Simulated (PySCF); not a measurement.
**Orbital picture of F₂**

MN15 at R = 1.377 Å; PySCF, spin-free X2C with a Gaussian nucleus, basis sets F x2c-TZVPPall. State: ¹Σg⁺ (singlet), closed shell. Only the outer orbitals are listed.

```json
{"orbital": "σg", "occ.": "2", "ε (eV)": "-38.36", "main shells (%)": "93 s"}
{"orbital": "σu", "occ.": "2", "ε (eV)": "-30.92", "main shells (%)": "97 s"}
{"orbital": "σg", "occ.": "2", "ε (eV)": "-17.74", "main shells (%)": "92 p"}
{"orbital": "πu", "occ.": "2", "ε (eV)": "-16.63", "main shells (%)": "100 p"}
{"orbital": "πu", "occ.": "2", "ε (eV)": "-16.63", "main shells (%)": "100 p"}
{"orbital": "πg", "occ.": "2", "ε (eV)": "-12.70", "main shells (%)": "100 p"}
{"orbital": "πg", "occ.": "2", "ε (eV)": "-12.70", "main shells (%)": "100 p"}
{"orbital": "σu", "occ.": "0", "ε (eV)": "-2.23", "main shells (%)": "99 p"}
{"orbital": "σg", "occ.": "0", "ε (eV)": "13.19", "main shells (%)": "97 s"}
```

Q: Which are the highest filled and the lowest empty level, where do they sit, and how wide is the gap?

A: Highest filled πg at -12.70 eV (in %: 100 p); lowest empty σu at -2.23 eV (in %: 99 p); the gap at MN15 is 10.47 eV.

| Property | Result |
| --- | --- |
| bond order (Mayer) | 0.93 |
| ⟨S²⟩ | 0.000 |
